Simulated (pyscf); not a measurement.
This saddle point was located with ωB97X-D3(BJ)/def2-SVP in PySCF.

```xyz
8

F      1.5041    -0.8195    -0.8753
N      0.9026     0.2376    -0.2358
F      1.8677     0.6660     0.6597
Ge    -0.6465    -0.3166     0.9111
H      0.5822    -1.7267     0.9736
H     -1.0934     1.1516     1.0583
H     -0.5982    -0.8105     2.3859
H     -1.6173    -1.0860     0.0144
```
Charge 0, spin multiplicity 2.

Surface: doublet, charge 0. Lowest wavenumbers (cm⁻¹): 808i, 104, 159, 224, 295.

**Question.** What reaction is this the transition state of?

**Answer.** F–N•–F (SMILES F[N]F) + GeH₄ (SMILES [GeH4]) ⇌ F–N(F)–GeH₃ (SMILES F[N](F)[GeH3]) + H• (SMILES [H]), a substitution at Ge read from left to right: Ge–H broken and Ge–N formed. At ωB97M-D3(BJ)/def2-TZVP it lies +205.4 kJ/mol from the left side (each side as separated species at their lowest minima found). F–N(F)–GeH₃ lies 664.3 kJ/mol over its isomer H₂N–GeH(F)–F, and others may lie lower still (electronic energy, ωB97M-D3(BJ)). One saddle was located; it need not be the lowest between these sides. The angle at the attacked Ge is 74° (front-side attack). Elements up to Kr have no core potential and no relativistic terms here.
